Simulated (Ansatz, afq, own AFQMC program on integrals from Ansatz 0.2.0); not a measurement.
**Rh, quartet: AFQMC among the cluster methods**

A free Rh atom.

Basis def2-TZVPP with its core potentials. Noble-gas cores (and the filled d shells of Ga–Kr and In–Xe) are frozen. Ansatz 0.2.0 and our own AFQMC program on the same integrals; the CISD trial comes from CCSD amplitudes, and released means the phaseless constraint is let go. ± is one standard error of the sampling. No spin–orbit coupling. The metal's outer-core s and p shells are frozen, which shifts wave-function levels against functionals.

Determinant: UHF, the one that the program's search chose, which needn't be the lowest solution.

No full CI on the walks' own integrals is used here; CCSDT(Q) serves as the reference and is uncertain by about the last step of the cluster series.

Cautions: no spin-orbit coupling; outer-core shells of the metal frozen; the released energies move by 1.5 errors or more from one time to the next, so no released level is given (meV from the phaseless value at times in 1/Eh: -6.1 ± 2.2 at 0.60, -11.2 ± 2.2 at 1.20, -7 ± 3 at 2.00, -16 ± 5 at 3.00, -8 ± 8 at 4.20), though the last usable value meets CCSDT(Q) within the noise.

```
T1 diagnostic                               : 0.0153
weight of the determinant in the CISD state : 0.933
⟨S²⟩ of the determinant                     : 3.753
size of the correlated space                : 9 electrons in 52 orbitals
```

Reference: CCSDT(Q), correlation energy -6.688 eV.

| level | E − E(reference) (kJ/mol) | share of correlation (%) |
| --- | --- | --- |
| HF | 645.3 | 0.00 |
| MP2 | 9.8 | 98.48 |
| CCSD | 22.9 | 96.45 |
| CCSD(T) | 0.3 | 99.96 |
| CCSDT | 0.4 | 99.94 |
| ph-AFQMC/HF | 4.9 ± 1.8 | 99.23 |
| ph-AFQMC/CISD | 1.2 ± 0.3 | 99.81 |
